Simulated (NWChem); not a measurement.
The numbers come from NWChem runs, not from measurements. System: Be, charge 0, spin multiplicity 1. Level: MP2/STO-3G, 1 core orbitals frozen.

Job file:

```
start mol
memory heap 200 mb stack 900 mb global 1100 mb
geometry units angstroms nocenter noautoz
  Be     0.000000     0.000000     0.000000
  symmetry group D2h
end
basis spherical
  * library sto-3g
end
scf
  rhf
  nopen 0
  maxiter 100
  thresh 1e-7
  semidirect memsize 60000000 filesize 0
end
mp2
  freeze core 1
end
task mp2 energy
```

Output (cleaned and shortened):

```
             Northwest Computational Chemistry Package (NWChem) 7.3.0
             --------------------------------------------------------

                                NWChem Input Module
                                -------------------

 Scaling coordinates for geometry "geometry" by  1.889725989
 (inverse scale =  0.529177249)

                             Geometry "geometry" -> ""
                             -------------------------

 Output coordinates in angstroms (scale by  1.889725989 to convert to a.u.)

  No.       Tag          Charge          X              Y              Z
 ---- ---------------- ---------- -------------- -------------- --------------
    1 Be                   4.0000     0.00000000     0.00000000     0.00000000

 Effective nuclear repulsion energy (a.u.)       0.0000000000

            Nuclear Dipole moment (a.u.)
            ----------------------------
        X                 Y               Z
 ---------------- ---------------- ----------------
     0.0000000000     0.0000000000     0.0000000000

      Symmetry information
      --------------------

 Group name             D2h
 Group number             26
 Group order               8
 No. of unique centers     1

      Symmetry unique atoms

     1


 Summary of "ao basis" -> "" (spherical)
 ------------------------------------------------------------------------------
       Tag                 Description            Shells   Functions and Types
 ---------------- ------------------------------  ------  ---------------------
 *                           sto-3g                   on all atoms

 Summary of "ao basis" -> "ao basis" (spherical)
 ------------------------------------------------------------------------------
       Tag                 Description            Shells   Functions and Types
 ---------------- ------------------------------  ------  ---------------------
 Be                          sto-3g                  3        5   2s1p

                                 NWChem SCF Module
                                 -----------------

  ao basis        = "ao basis"
[...]
     1   1 0 0      0.000000      0.000000      0.000000
     1   0 1 0      0.000000      0.000000      0.000000
     1   0 0 1      0.000000      0.000000      0.000000

     2   2 0 0     -4.121901      0.000000      0.000000
     2   1 1 0      0.000000      0.000000      0.000000
     2   1 0 1      0.000000      0.000000      0.000000
     2   0 2 0     -4.121901      0.000000      0.000000
     2   0 1 1      0.000000      0.000000      0.000000
     2   0 0 2     -4.121901      0.000000      0.000000

                   NWChem MP2 Semi-direct Energy/Gradient Module
                   ---------------------------------------------

  Basis functions       =      5
  Molecular orbitals    =      5
  Frozen core           =      1
  Frozen virtuals       =      0
  Active alpha occupied =      1
  Active beta occupied  =      1
  Active alpha virtual  =      3
  Active beta virtual   =      3
  Use MO symmetry       = T
  Use skeleton AO sym   = T

  AO/Fock/Back tols     =   1.0D-09  1.0D-09  1.0D-09

 GA uses MA = F    GA memory limited = T

 Available:
  local mem=  1.26D+08
 global mem=  1.44D+08
 local disk=  0.00D+00
  mp2_memr nvloc                     3
  nvloc new                     3
   1 passes of   1:        2097152                         78                       211.
   1 passes of   1: M    126156208           G      144179150           F     124059056.

 Semi-direct pass number   1 of   1  for RHF alpha+beta  at        0.0s
  vrange nnbf                    15
  mp2_eaftype                    10  avail_ma_in_mb                  1099
 EAF : mp2_eaftype filesize          10        105.
  mp2_eaf for mointskh                     10
Node 0 wrote      0.0 Mb in      0.0 s     Agg I/O rate:    85.4 Mb/s
 Done moints_semi at        0.0s
  mp2_eaftype                    10  avail_ma_in_mb                  1089
 EAF : mp2_eaftype filesize          10        105.
  mp2_eaf for kh                    10
 Done maket at        0.0s
 Done multipass loop at        0.0s

          -------------------------------------------
          SCF energy                 -14.351880476200
          Correlation energy          -0.023791066489
          Singlet pairs               -0.023791066489
          Triplet pairs                0.000000000000
          Total MP2 energy           -14.375671542688
          -------------------------------------------

          ---------------------------------------------------
                    Spin Component Scaled (SCS) MP2
          Same spin pairs                      0.000000000000
          Same spin scaling factor             0.333333333333
          Opposite spin pairs                 -0.023791066489
          Opposite spin scaling fact.          1.200000000000
          SCS-MP2 correlation energy          -0.028549279787
          Total SCS-MP2 energy               -14.380429755986
          ---------------------------------------------------

 -----------------------
 Performance information
 -----------------------

 Timer overhead =  1.28D-07 seconds/call

               Nr. of calls         CPU time (s)                 Wall time (s)                GFlops
             ---------------    -------------------     ------------------------------   -------------------
Name         Min   Avg   Max    Min     Avg     Max     Min     Avg     Max   Mx/calls   Min     Max     Sum
mp2: moin     1     1     1   1.23E-3 1.23E-3 1.23E-3  1.23E-3 1.23E-3 1.23E-3 1.23E-3   0.0     0.0     0.0
mp2: make     1     1     1   2.45E-5 2.45E-5 2.45E-5  2.45E-5 2.45E-5 2.45E-5 2.45E-5   0.0     0.0     0.0
mp2: tota     1     1     1   4.43E-3 4.43E-3 4.43E-3  4.43E-3 4.43E-3 4.43E-3 4.43E-3   0.0     0.0     0.0

 The average no. of pstat calls per process was 3.00D+00
 with a timing overhead of 3.83D-07s

 Task  times  cpu:        0.0s     wall:        0.0s

 Total times  cpu:        0.0s     wall:        0.0s
```
